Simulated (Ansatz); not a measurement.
Results of PBE-D3(BJ) (Ansatz, a program for electronic structure, plane waves, PAW) for 1T (CdI2-type) TiTe2.

Run with plane-wave cutoff 520 eV, 18×18×8 k mesh (along the axes of the cell as run), Fermi–Dirac smearing 0.05 eV, no spin polarisation, scalar-relativistic PAW data made under PBE.

Computed at the level's own relaxed cell.

Give the computed lattice constant a and c axis length.


* **lattice constant a**: 3.697 Å
* **c axis length**: 6.386 Å

Note: the volume lies 6 % below that of the published cell.

Spin–orbit coupling is not included.

Computed values are for the static lattice.

The result took around 4 core-minutes (rough).
